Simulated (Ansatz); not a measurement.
## HAlO, singlet in 6-31G: errors against full CI

Geometry: a point of a stretch scan, not a stationary point.

```yaml
atoms:
  - { symbol: Al, position_ang: [0.0000, 0.0000, -0.0491] }
  - { symbol: O, position_ang: [0.0000, 0.0000, -1.6428] }
  - { symbol: H, position_ang: [0.0000, 0.0000, 1.6919] }
```

Basis 6-31G; Ansatz 0.2.0. Only valence electrons are correlated (noble-gas cores frozen), which leaves 10 electrons in 18 orbitals. R marks a restricted (for open shells ROHF) determinant. Active spaces: pair = (2e, 2o) about the gap; valence = (10e, 9o) chosen from the atoms' valence shells.

Full CI is exact within this basis and frozen core; it isn't the basis-set limit.

The UHF ⟨S²⟩ is 0.000, the T1 diagnostic (RCCSD) is 0.0411 and the largest doubles amplitude (RCCSD) is 0.069.

Question: From what is known of these methods and the diagnostics, rank them by the size of their error in total energy against full CI in 6-31G, smallest first (an estimate: the text doesn't fix the numbers).
A. CISDTQ
B. RCCSD
C. RMP2
D. CASSCF (pair space)
E. MRCISD (valence space)

Answer: A (2.12 mEh), E (3.80 mEh), C (7.87 mEh), B (12.56 mEh), D (183.42 mEh).

All errors are against full CI in 6-31G. The usual hierarchy is broken: RMP2 lies nearer than RCCSD.

The full-CI state has the irrep A1 of C2v, in the program's axes (one component, if the state is degenerate).

Natural occupations of full CI about the gap: 1.987 1.951 1.932 1.926 1.926 0.083 0.069 0.069 0.021 0.013; effectively unpaired electrons, Σ n²(2−n)², 0.13.
